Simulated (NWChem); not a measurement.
**One site exchanged: C, Zr, Ti, Ge**

Each species was optimised at PBE0/def2-SVP with NWChem, gas phase unless a solvent is named. For some, no frequency run checked for a minimum. def2 effective core potentials on Zr; no spin-orbit coupling.

A: ClCCl (CH2Cl2)
B: [Cl][ZrH2][Cl] (ZrH₂Cl₂)
C: [Cl][TiH2][Cl] (TiH₂Cl₂)
D: [Cl][GeH2][Cl] (GeH2Cl2)

```
quantity                                                  A (C)  B (Zr)  C (Ti)  D (Ge)
--------------------------------------------------------  -----  ------  ------  ------
Pauling electronegativity of the site (pymatgen's table)   2.55    1.33    1.54    2.01
electrons in the molecule                                    42      76      58      68
dipole (D), PBE0/def2-SVP                                  1.69    0.31    0.20    1.99
orbital gap (eV), PBE0/def2-SVP                            9.04    6.10    6.02    8.42
static polarisability, CAM-B3LYP/def2-SVPD (bohr³)         42.4    72.8    68.1    58.2
lowest singlet excitation, CAM-B3LYP/def2-SVPD, TDA (eV)   7.03    4.17    3.28    6.83
```

“Dipole (D), PBE0/def2-SVP” runs from 0.20 in C (Ti) to 1.99 in D (Ge), in no step with either the site's electronegativity or the electron count. “Orbital gap (eV), PBE0/def2-SVP” runs from 6.02 in C (Ti) to 9.04 in A (C), in no step with either the site's electronegativity or the electron count. “Static polarisability, CAM-B3LYP/def2-SVPD (bohr³)” runs from 42.4 in A (C) to 72.8 in B (Zr), falling in step with the site's electronegativity. “Lowest singlet excitation, CAM-B3LYP/def2-SVPD, TDA (eV)” runs from 3.28 in C (Ti) to 7.03 in A (C), in no step with either the site's electronegativity or the electron count. The order by orbital gap (eV) is the same as the order by lowest singlet excitation.

These are trends among computed rows of three or four species; they are not measurements.
